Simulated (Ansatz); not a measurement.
Molecule: CH₃S, charge -1, multiplicity 1. 
Geometry from a B3LYP-D3(BJ)/def2-TZVP (Ansatz, a program for electronic structure) optimisation:
```xyz
5

C     -1.1217    -0.0648    -0.0032
S      0.7089     0.0409     0.0020
H     -1.4983    -0.7277    -0.7953
H     -1.5192    -0.4532     0.9454
H     -1.5950     0.9146    -0.1633
```
Charge -1, spin multiplicity 1.

Basis-set convergence of Hartree-Fock and CCSD(T) correlation energies (hartree) with Ansatz. Valence correlation only, unless marked. No spin-orbit coupling. No relativistic terms.

```json
[
 {"basis": "def2-SVPD", "functions": "71", "E(HF)": "-436.99673", "E(corr, CCSD(T))": "-0.34773"},
 {"basis": "def2-TZVPPD", "functions": "139", "E(HF)": "-437.16989", "E(corr, CCSD(T))": "-0.41818"},
 {"basis": "def2-QZVPPD", "functions": "241", "E(HF)": "-437.18244", "E(corr, CCSD(T))": "-0.44265"}
]
```

Extrapolating the two largest sets (X = 3 and 4) as X^-3: E(corr) = (64·(-0.44265) - 27·(-0.41818))/37 = -0.4605 Eh, an estimate of the basis-set limit. The largest set recovers 96.1 % of it, the smallest 75.5 %.
